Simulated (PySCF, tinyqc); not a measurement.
Inside a calculation. Method: RKS/exchange-only LDA in the sto-6g basis, for LiH, spin multiplicity 1. The lowest restricted solution is unstable here: a spin-polarised one lies 0.0157 hartree lower (PySCF). One step of it, computed by the program tinyqc.

Task: Iteration 2: DIIS coefficients. Solve [B -1; -1 0][c; lambda] = [0; -1] for the coefficients, which sum to one.

B (overlaps of the stored error matrices):
$$\begin{pmatrix}
2.1513179e-01 & -1.2224047e-02 \\
-1.2224047e-02 & 1.0825664e-01
\end{pmatrix}$$

Give: DIIS coefficients.

Result:

DIIS coefficients: [0.346, 0.654]
